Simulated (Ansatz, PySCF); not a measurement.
Species: C₂H₂F (charge 0, doublet). SMILES: [CH]=CF
Coordinates optimised at B3LYP-D3(BJ)/def2-TZVP (Ansatz, an electronic-structure program):
```
C
C 1 1.3001
F 1 1.3501 2 123.21
H 2 1.0733 1 139.33 3 180.00
H 1 1.0877 2 125.07 4 0.00
```
Charge 0, spin multiplicity 2.

Unscaled harmonic wavenumbers (cm⁻¹) in rising order, each level at the stationary point that it reaches from this structure (no distance between atoms moves by over 0.3 Å); the order of modes can differ between levels, and a negative number is imaginary. B3LYP-D3(BJ)/def2-TZVP (PySCF, at the structure above): 478, 643, 731, 819, 1094, 1291, 1682, 3123, 3314.

HF/3-21G (Ansatz): 530, 720, 888, 897, 1170, 1412, 1629, 3371, 3465. Zero-point energy 20.1 against 18.8 kcal/mol; where all levels lie over 400 cm⁻¹, the wavenumbers are on average 1.088 times those of B3LYP-D3(BJ)/def2-TZVP.

HF/6-31G* (Ansatz): 539, 721, 847, 907, 1209, 1396, 1651, 3379, 3475. Zero-point energy 20.2 against 18.8 kcal/mol; where all levels lie over 400 cm⁻¹, the wavenumbers are on average 1.090 times those of B3LYP-D3(BJ)/def2-TZVP.

B3LYP/6-31G* (Ansatz): 486, 641, 763, 812, 1130, 1314, 1705, 3139, 3327. Zero-point energy 19.0 against 18.8 kcal/mol; where all levels lie over 400 cm⁻¹, the wavenumbers are on average 1.014 times those of B3LYP-D3(BJ)/def2-TZVP.
